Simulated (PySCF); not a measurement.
Structure problem from calculated spectra and properties.

Elements present: C, H and N. Monoisotopic mass: 69.0578 u.

| Item | Value |
| --- | --- |
| 1H NMR | chemical shifts (computed TMS as zero) by class: 7.62 (1 H), 7.03 (1 H), 4.22 (1 H), 4.01 (1 H), 2.04 (3 H) ppm [GIAO KT3/pcSseg-2] |
| Triplet | lowest triplet excitation (Tamm–Dancoff): 3.49 eV [TDA PBE0/def2-SVPD] |
| Dipole | 1.99 D [PBE0/def2-SVPD] |
| Polarisability | 59.5 au [PBE0/def2-SVPD] |
| Couplings | largest of the computed one-bond spin–spin couplings (means over like bonds): 13C–1H +182.9, 13C–1H +175.8, 13C–1H +172.6, 13C–1H +166.3, 13C–1H +134.5 (×3), 13C–13C +79.5, 13C–13C +41.3, 15N–13C -8.2 Hz [B3LYP/pcJ-1, spin–dipole term left out for some pairs] |
| Rotational structure | rotational constants A, B, C: 9.835, 3.847, 3.040 GHz [PBE0-D3(BJ)/def2-SVP] |
| Valence photoelectron | vertical ionisation energy: 8.54 eV [ΔSCF PBE0/def2-SVPD] |
| 13C NMR | chemical shifts (computed TMS as zero) by class: 156.2 (1 C), 144.0 (1 C), 91.8 (1 C), 18.7 (1 C) ppm [GIAO KT3/pcSseg-2] |

The electronic properties come from PySCF, for the isolated species, density fitting. Levels stand in brackets. The structure is a single PBE0-D3(BJ)/def2-SVP conformer in the gas phase; no vibrational or solvent corrections. NMR values are class means; diastereotopic atoms form classes of their own.

Problem. Which formula fits the mass and the elements?

Solution. C4H7N (calculated 69.0578). No other formula that holds each of these elements comes within 0.0003 u with a fitting electron parity and a possible valence count.

Problem. Propose a structure and show how it fits.

Solution. Numbering: `[CH2:1]=[CH:2]/[N:3]=[CH:4]\[CH3:5]`. Its formula, C4H7N, gives 2 degrees of unsaturation: 0 rings and 2 π bonds in the structure found. 4 carbons fall into 4 classes; from least to most shielded: imine carbon [C4] (156.2 ppm), vinylic carbon bearing nitrogen [C2] (144.0 ppm), terminal =CH2 carbon [C1] (91.8 ppm), methyl carbon [C5] (18.7 ppm). Hydrogen classes from least to most shielded: 1 H on an imine carbon, C4 (7.62 ppm), 1 H on a vinylic carbon bearing nitrogen, C2 (7.03 ppm), 1 H on a terminal =CH2 carbon, C1 (4.22 ppm), 1 H on a terminal =CH2 carbon, C1 (4.01 ppm), 3 H on a methyl carbon, C5 (2.04 ppm, a mean of values up to 1.5 ppm apart in this geometry). The couplings run between: +182.9 Hz, imine carbon [C4] and its hydrogen; +175.8 Hz, vinylic carbon bearing nitrogen [C2] and its hydrogen; +172.6 Hz, terminal =CH2 carbon [C1] and its hydrogen; +166.3 Hz, terminal =CH2 carbon [C1] and its hydrogen; +134.5 Hz, methyl carbon [C5] and its hydrogen (with 2 like pairs); +79.5 Hz, terminal =CH2 carbon [C1] and vinylic carbon bearing nitrogen [C2]; +41.3 Hz, imine carbon [C4] and methyl carbon [C5]; -8.2 Hz, imine nitrogen [N3] and imine carbon [C4]. The first electron is taken from the HOMO, whose largest Löwdin shares are 0.32 on the imine nitrogen, 0.29 on the terminal =CH2 carbon, 0.19 on the vinylic carbon bearing nitrogen and 0.06 on the imine carbon. The optimised geometry has point group C1 and is an asymmetric top. Structure: `C=C/N=C\C`. Computed isomers that give other values at the same levels: `N[C@@H]1[C@H]2C[C@@H]12` (rotational constant A: 16.218 GHz; this holds for the one conformer computed); `C=NC1CC1` (rotational constant A: 15.935 GHz; this holds for the one conformer computed); `CC#CCN` (rotational constant A: 22.063 GHz; this holds for the one conformer computed). The assignments are read from this structure; whether some other isomer fits the data as well wasn't checked.

Conformer computed: `[CH2:1]=[CH:2]/[N:3]=[CH:4]\[CH3:5]`: C1–C2–N3–C4 65°.
